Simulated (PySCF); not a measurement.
Species: C3H7P.
Geometry (PBE0-D3(BJ)/def2-SVP, Å), atoms numbered from 1 in this order:
```xyz
11
C3H7P angstrom
C      1.5363    0.1522    0.0932
P     -0.0475   -0.2441    0.9770
C     -1.1109   -0.7566   -0.4511
C     -1.2554    0.6852   -0.0765
H      1.3839    0.3820   -0.9723
H      2.2247   -0.7027    0.1745
H      2.0178    1.0170    0.5755
H     -1.9376   -1.4328   -0.2113
H     -0.6125   -0.9997   -1.3950
H     -2.1828    0.9967    0.4150
H     -0.8533    1.4392   -0.7605
```

Computed with PySCF at PBE0/pcSseg-1 and B3LYP/def2-SVPD, non-relativistic, on one gas-phase PBE0-D3(BJ)/def2-SVP geometry that isn't relaxed in the solvent. The solvent is an IEF-PCM continuum (van der Waals radii × 1.2). Only the electrostatic response of the medium enters.

Gas phase at PBE0/pcSseg-1: HOMO -7.09 eV, LUMO 0.87 eV, dipole 1.29 D.

Task: What does the continuum do to the energy, the frontier levels and the dipole at PBE0/pcSseg-1 in methanol and acetonitrile?

Result: 
```
     solvent      ε  E(solvent) − E(gas) (kJ/mol)  polarisation term (kJ/mol)  distortion of the solute (kJ/mol)  HOMO (eV)  LUMO (eV)  dipole (D)
    methanol  32.61                         -9.96                      -11.64                               1.68      -7.15       0.85        1.84
acetonitrile  35.69                        -10.00                      -11.70                               1.70      -7.15       0.85        1.84
```

The first energy column is the sum of the next two and covers electrostatics alone. From methanol to acetonitrile the lowering changes by a factor 1.00, Onsager's factor (ε − 1)/(2ε + 1) by 1.00 and ε itself by 1.1.

Task: Which radius a makes the point-dipole formula ΔE = −[(ε − 1)/(2ε + 1)]·μ²/a³ give the value in acetonitrile, with the gas-phase dipole?

Result: μ = 0.507 au and |ΔE| = 0.00381 Eh give a = 1.69 Å; the farthest nucleus lies 2.44 Å from the centroid of the nuclei, so such a sphere wouldn't even hold the nuclei. The formula assumes a rigid point dipole at the centre of a sphere.

Task: Give the dipole vector in the frame of the coordinates (D, pointing from negative to positive charge), gas and acetonitrile.

Result: Gas (0.25, 0.34, -1.22), solvent (0.31, 0.49, -1.75). Its length changes by +43 % and its direction by 2°.

Task: Which Hirshfeld charges (PBE0/pcSseg-1) respond most in acetonitrile (means over atoms taken as equivalent)?

Result: 
```csv
atoms,environment,gas (e),solvent (e),change
P2,phosphine phosphorus,+0.106,+0.071,-0.035
H8/H9/H10/H11,methylene hydrogen,+0.045,+0.050,+0.005
H5/H6/H7,methyl hydrogen,+0.042,+0.046,+0.004
C1,sp3 carbon bound to phosphorus,-0.164,-0.163,+0.001
C3/C4,sp3 carbon bound to phosphorus,-0.124,-0.123,+0.001
```

Gas phase at B3LYP/def2-SVPD: HOMO -6.87 eV, LUMO 0.44 eV, dipole 1.18 D.

Task: What does the continuum do to the energy, the frontier levels and the dipole at B3LYP/def2-SVPD in acetonitrile?

Result: 
| solvent | ε | E(solvent) − E(gas) (kJ/mol) | polarisation term (kJ/mol) | distortion of the solute (kJ/mol) | HOMO (eV) | LUMO (eV) | dipole (D) |
| --- | --- | --- | --- | --- | --- | --- | --- |
| acetonitrile | 35.69 | -8.81 | -10.66 | 1.85 | -6.91 | 0.45 | 1.77 |

Task: How does the static polarisability (B3LYP/def2-SVPD, frozen core, with the continuum's full static response) change?

Result: 
```
      medium  isotropic (au)  principal values (au)  ⟨r²⟩ of the electrons (bohr²)
         gas            62.2       55.4, 58.4, 72.8                          371.6
acetonitrile            88.4      78.7, 84.4, 102.1                          371.4
```

The isotropic value in acetonitrile is 1.42 times the gas-phase one; no cavity-field correction is applied. ⟨r²⟩ is taken about the centre of nuclear charge.
